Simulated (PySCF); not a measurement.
Working out the ionisation energy of Cl

Cl [Ne] 3s2 3p5 (2P) → Cl⁺ [Ne] 3s2 3p4 (3P). All numbers are calculated (PySCF 2.14, no relativity, point nucleus, in aug-cc-pV(Q+d)Z with one added diffuse shell each of s, p, d, f, g type (8s7p6d4f3g, 114 functions)). Frozen: [Ne]. Energies in hartree (1 hartree = 27.21139 eV):

```csv
part,Cl (lower),Cl⁺ (upper)
UHF,-459.489252,-459.056870
MP2 opposite-spin,-0.138668,-0.106697
MP2 same-spin,-0.038547,-0.029939
```

Q: What does Hartree-Fock give?

A: (-459.056870) − (-459.489252) = 0.432382 hartree = 11.766 eV.

Q: What do MP2 and SCS-MP2 (6/5 opposite-spin, 1/3 same-spin) give?

A: The opposite-spin parts differ by 0.870 eV and the same-spin parts by 0.234 eV. MP2: 11.766 + (0.870) + (0.234) = 12.870 eV. SCS-MP2: 11.766 + 1.2 × (0.870) + (0.234)/3 = 12.888 eV.

Measured between the centres of the two terms (NIST): 12.974 eV, so MP2 (valence) is off by -0.104 eV.

What remains against the reference includes basis incompleteness, the frozen core and correlation beyond second order.
